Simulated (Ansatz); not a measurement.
Isolated molecules relaxed with PBE0-D4/def2-TZVP in Ansatz; ΔE leaves out vibrations. CCSD(T)/CBS adds triple-zeta CCSD(T) − MP2 to the extrapolated MP2 energy (def2 sets, frozen cores). This one scheme is used for every species, atoms too. Functionals use def2-TZVPP. No spin–orbit coupling; open shells (•) take unrestricted orbitals. Spin–orbit coupling would lower the free atoms: a little for Cl. For Mg outer-core shells are correlated without core-valence functions, so the limit isn't a true one: a few kJ/mol of doubt a bond, and 10 to 20 or more in all where bonds break to atoms. Each species was taken in one conformer, which may not be the lowest.

Reaction (atomization): `[NH2][Mg][Cl]` → Cl• + 2 H• + Mg (atom) + N•

What is ΔE at CCSD(T)/CBS? (An estimate is asked.)

Ansatz gave: +15.11 eV.

What do these levels give: B97M-V, revPBE, r2SCAN, LC-ωPBE, HF/def2-TZVPP, MP2/def2-TZVPP? (Best estimate.)

Computed: B97M-V 14.95, revPBE 14.55, r2SCAN 15.00, LC-ωPBE 14.96, HF/def2-TZVPP 10.22, MP2/def2-TZVPP 14.77 eV.

Largest T1 diagnostic among the species: 0.009.

The D4 term adds +0.10 eV with B3LYP and +0.05 eV with PBE0; it sums over pairs of atoms, weighted by their polarisabilities, and B3LYP, whose exchange is more repulsive, gets the larger term. From r2SCAN to r2SCAN0 (25 % exact exchange), in def2-TZVPP and without D4, ΔE moves by −0.34 eV: exact exchange takes away binding that semilocal exchange gives to molecules.

B3LYP here is the variant with VWN-RPA as its local correlation; programs differ in this.

For atomizations the MP2-based limit and the directly extrapolated one differ by several kJ/mol either way, and by 10 to 25 for some Ge, Se and Sn compounds, so smaller differences from it don't rank the levels.
